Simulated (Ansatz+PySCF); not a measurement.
The numbers below are computed, except where a source is named.
Input for PySCF 2.14.0:

```python
from pyscf import gto, scf, mp

mol = gto.M(atom="""
C -1.485700 -0.448160 -0.000020
C -0.505040 0.701740 0.000030
N 1.865160 -0.340170 -0.000060
H -1.354190 -1.076510 -0.880500
H -1.354160 -1.076610 0.880380
H -2.517020 -0.086170 0.000030
H -0.522220 1.316120 -0.897220
H -0.522210 1.316030 0.897340
H 0.665050 0.147960 -0.000030
H 2.246640 0.159720 -0.804810
H 2.246440 0.159130 0.805150
""", basis='cc-pvtz', charge=0, spin=1)
mf = scf.UHF(mol)
mf.kernel()
pt = mp.MP2(mf, frozen=3).run()
print(mf.e_tot, pt.e_corr, pt.e_tot)
```

The script is written out from the run's settings.

The run gave:

```
Converged                       : yes
Reference energy                : -134.79803 hartree
Correlation energy              : -0.58296 hartree
Total energy                    : -135.38099 hartree
Spin squared of the determinant : 0.794
```
